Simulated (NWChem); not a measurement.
System: Si cation, doublet

NWChem input:

```
start job
memory heap 200 mb stack 900 mb global 1100 mb
charge 1
geometry units angstroms noautosym nocenter noautoz
  Si     0.000000     0.000000     0.000000
end
basis spherical
  * library iglo-ii
end
dft
  odft
  mult 2
  xc hfexch
  iterations 150
end
property
  hyperfine
end
task dft property
```

Output (shortened):

```
             Northwest Computational Chemistry Package (NWChem) 7.3.0
             --------------------------------------------------------

                             Geometry "geometry" -> ""
                             -------------------------

 Output coordinates in angstroms (scale by  1.889725989 to convert to a.u.)

  No.       Tag          Charge          X              Y              Z
 ---- ---------------- ---------- -------------- -------------- --------------
    1 Si                  14.0000     0.00000000     0.00000000     0.00000000

 Effective nuclear repulsion energy (a.u.)       0.0000000000

  xc_inp: hfexch multiplicative factor not found.
                              NWChem Property Module
                              ----------------------

  itol2e modified to match energy
  convergence criterion.

                                 NWChem DFT Module
                                 -----------------

 Summary of "ao basis" -> "ao basis" (spherical)
 ------------------------------------------------------------------------------
       Tag                 Description            Shells   Functions and Types
 ---------------- ------------------------------  ------  ---------------------
 Si                         iglo-ii                 15       35   7s6p2d

  itol2e modified to match energy
  convergence criterion.

            General Information
            -------------------
          SCF calculation type: DFT
          Wavefunction type:  spin polarized.
          No. of atoms     :     1
          No. of electrons :    13
           Alpha electrons :     7
            Beta electrons :     6
          Charge           :     1
          Spin multiplicity:     2
          Use of symmetry is: off; symmetry adaption is: off
          Maximum number of iterations: 150
          AO basis - number of functions:    35
                     number of shells:    15
          Convergence on energy requested:  1.00D-07
          Convergence on density requested:  1.00D-05
          Convergence on gradient requested:  5.00D-04

              XC Information
              --------------
                     Hartree-Fock (Exact) Exchange  1.000

      Superposition of Atomic Density Guess
      -------------------------------------

 Sum of atomic energies:        -288.81180044

 Renormalizing density from      14.00 to     13

      Non-variational initial energy
      ------------------------------

 Total energy =    -275.402666
 1-e energy   =    -371.937588
 2-e energy   =      96.534922
 HOMO         =      -0.490948
 LUMO         =      -0.490948

   convergence    iter        energy       DeltaE   RMS-Dens  Diis-err
 ---------------- ----- ----------------- --------- --------- ---------
 d= 0,ls=0.0,diis     1   -288.3839469309 -2.88D+02  1.05D-02  1.93D+00
                                                     1.05D-02  1.94D+00
 d= 0,ls=0.0,diis     2   -288.5365980454 -1.53D-01  1.18D-03  1.41D-01
                                                     1.10D-03  1.36D-01
 d= 0,ls=0.0,diis     3   -288.5461310770 -9.53D-03  4.84D-04  1.95D-04
                                                     3.23D-04  1.39D-04
 d= 0,ls=0.0,diis     4   -288.5462924360 -1.61D-04  1.61D-04  1.46D-05
                                                     1.13D-04  1.33D-05
 d= 0,ls=0.0,diis     5   -288.5463111388 -1.87D-05  2.59D-05  2.89D-07
                                                     1.39D-05  1.62D-07
 d= 0,ls=0.0,diis     6   -288.5463114450 -3.06D-07  4.54D-06  5.38D-09
                                                     4.30D-06  2.11D-09
 d= 0,ls=0.0,diis     7   -288.5463114508 -5.78D-09  1.38D-06  2.51D-10
                                                     2.18D-06  3.10D-10

         Total DFT energy =     -288.546311450772
      One electron energy =     -395.799106572239
           Coulomb energy =      127.316504735307
    Exchange-Corr. energy =      -20.063709613840
 Nuclear repulsion energy =        0.000000000000

 Numeric. integr. density =        0.000000000000

                    DFT Final Alpha Molecular Orbital Analysis
                    ------------------------------------------

[...]

          ----------------------
          Hyperfine Interactions
          ----------------------

 Total Spin Density (Fermi Contact Term)
 ------------------ --------------------
     Atom            x         y         z       Density (a.u.)      Aiso(MHz)     Aiso(Gauss)
     1  29-Si     0.00000   0.00000   0.00000      -0.031455         27.954857       9.974971

           -------------------------------------------
           Anisotropic Interaction (Spin-Dipolar Term)
           -------------------------------------------

 ------------------------------------------------------------
     Atom            x         y         z
 ------------------------------------------------------------
     1  29-Si     0.00000   0.00000   0.00000

   Spin-Dipolar term (a.u.)
        xx             yy             zz             xy             xz             yz
 ------------------------------------------------------------------------------------------
       1.724644      -0.821038      -0.903606      -1.038946       0.915778      -0.326299

   Principal Comp. of -hf- tensor (au)            Anisotropic -hfcc- (MHz)               Anisotropic -hfcc- (Gauss)
 --------------------------------------------------------------------------------------------------------------------------
      2.382445    -1.191222    -1.191222    -252.739397   126.369698   126.369698     -90.183549    45.091775    45.091775

   Orientation of the principal axis of Hyperfine Tensor w.r.t absolute (molecular) frame
 --------------------------------------------------------------------------------------------------------------------------
      0.903289     0.333500    -0.269901
     -0.321849     0.942719     0.087714
      0.283694     0.007636     0.958885
```

Level: UHF/IGLO-II, contact and dipolar terms. The open p shell is one determinant without spherical averaging. No stability test was run on the SCF state.
